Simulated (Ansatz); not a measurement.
# BClF radical (SMILES F[B]Cl): one structure at several levels

The task here is to estimate one member of a computed series from the others.

Computed with Ansatz 0.2.0, Gaussian basis. Level: single points in def2-TZVPP.

Correlated methods freeze the cores. Orbitals are unrestricted.

**The starting structure**

SMILES `F[B]Cl`, 3 atoms, charge 0, spin multiplicity 2.

Atoms are counted from 1 here; the program's logs count them from 0.

Bond lengths: F1–B2 1.327 Å, B2–Cl3 1.672 Å. Angles: F1–B2–Cl3 114.6°.

Geometry (Å):

| atom | x (Å) | y (Å) | z (Å) |
| --- | --- | --- | --- |
| F1 | 0.5255 | 1.0089 | 0.3754 |
| B2 | -0.4289 | 0.2749 | -0.1834 |
| Cl3 | -0.1287 | -1.3703 | -0.1874 |

The first run:

Input file run/in.yaml:

```yaml
crystal:
  periodic: [false, false, false]
  atoms:
    - {symbol: F, position_ang: [0.525500, 1.008900, 0.375400]}
    - {symbol: B, position_ang: [-0.428900, 0.274900, -0.183400]}
    - {symbol: Cl, position_ang: [-0.128700, -1.370300, -0.187400]}
basis:
  gaussian: {orbitals: def2-TZVPP}
magnetization: {spin_polarized: true, initial_magnetization: 1}
correlation: {method: ccsd_t}
scf: {omitted_lower_state_checks: [cluster_reference]}
output: {forces: true}
```

The run is started by

```sh
$ ansatz run in.yaml --threads 4 --pin off --events-out ev --progress --plain --max-ram 5222MiB
```

Steps of the session up to this table: CCSD(T)/def2-TZVPP; PBE0-D4/def2-TZVPP; wB97M-V/def2-TZVPP; r2SCAN-D4/def2-TZVPP; PBE-D4/def2-TZVPP; BHLYP-D4/def2-TZVPP; r2SCAN0-D4/def2-TZVPP.

One table of the session follows, with a row left open; its other results are not shown here.

| method | RMS force component (eV/Å) | angle to CCSD(T) forces (°) | dipole (D) |
| --- | --- | --- | --- |
| CCSD(T) | 1.044 | reference | 0.53 |
| PBE0-D4 | 1.003 | 7.7 | 0.50 |
| wB97M-V | 1.001 | 3.2 | 0.51 |
| r2SCAN-D4 | 0.994 | 0.7 | 0.46 |
| PBE-D4 | 0.971 | 9.2 | 0.46 |
| BHLYP-D4 | ? | ? | ? |
| r2SCAN0-D4 | 1.044 | 12.1 | 0.52 |

**Question.** Estimate the row for BHLYP-D4.

**Answer.** RMS force component (eV/Å): 1.116; angle to CCSD(T) forces (°): 16.3; dipole (D): 0.60. In the column «RMS force component (eV/Å)» it is the highest.
